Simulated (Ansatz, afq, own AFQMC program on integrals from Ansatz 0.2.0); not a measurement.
**Where AFQMC and coupled cluster stand for CH₄Br, doublet**

```json
{"atom": "Br", "x (Å)": "-0.4603", "y (Å)": "0.0000", "z (Å)": "0.0000"}
{"atom": "H", "x (Å)": "1.0537", "y (Å)": "0.0000", "z (Å)": "0.0000"}
{"atom": "C", "x (Å)": "2.3757", "y (Å)": "0.0000", "z (Å)": "0.0000"}
{"atom": "H", "x (Å)": "2.3757", "y (Å)": "-1.0800", "z (Å)": "0.0000"}
{"atom": "H", "x (Å)": "2.3757", "y (Å)": "0.5400", "z (Å)": "0.9353"}
{"atom": "H", "x (Å)": "2.3757", "y (Å)": "0.5400", "z (Å)": "-0.9353"}
```

Connectivity, by distances: Br ··· CH3, 1 bridging H.

Basis cc-pVTZ. Noble-gas cores (and the filled d shells of Ga–Kr and In–Xe) are frozen. Ansatz 0.2.0 and our own AFQMC program on the same integrals; the CISD trial comes from CCSD amplitudes, and released means the phaseless constraint is let go. ± is one standard error of the sampling. No spin–orbit coupling.

Determinant: UHF, the one that the program's search chose, which needn't be the lowest solution. The geometry is a point of a scan.

No full CI on the walks' own integrals is used here. The released AFQMC energy serves as the reference, which it does only where one determinant dominates, the energy is flat over the last release times and near the phaseless one (40 meV or 2 meV an electron, half that with transition metals). On small molecules, where full CI could be run and the noise was under 10 meV, such values lay within 10 meV of it in 19 cases of 20, a flattering rate, since the rule was set on those same cases; what remains of the bias isn't in the error bar.

Cautions: no relativity below Rb; no spin-orbit coupling; inner d shell frozen; the released value is read at 1.50 1/Eh with a noise of 11 meV, more than in the cases checked (meV from the phaseless value at times in 1/Eh: -7 ± 6 at 0.24, -3 ± 7 at 0.51, -9 ± 9 at 0.99, -17 ± 11 at 1.50).

- T1 diagnostic: 0.0137
- weight of the determinant in the CISD state: 0.859
- ⟨S²⟩ of the determinant: 0.787
- size of the correlated space: 15 electrons in 114 orbitals

Reference: AFQMC with the constraint released, correlation energy -11.007 ± 0.011 eV.

| level | E − E(reference) (kJ/mol) | share of correlation (%) |
| --- | --- | --- |
| HF | 1062.0 ± 1.0 | 0.00 |
| MP2 | 138.3 ± 1.0 | 86.97 |
| CCSD | 42.6 ± 1.0 | 95.98 |
| CCSD(T) | 6.0 ± 1.0 | 99.43 |
| ph-AFQMC/HF | 2.7 ± 3.1 | 99.75 |
| ph-AFQMC/CISD | 1.6 ± 1.2 | 99.85 |

A walk keeps the symmetry of its determinant, which the program's search chose and which needn't be the lowest solution, so a lower state of the same spin and another symmetry isn't excluded. Released energies are given only where the last usable release times agree within the noise; a slower fall can still hide under it.
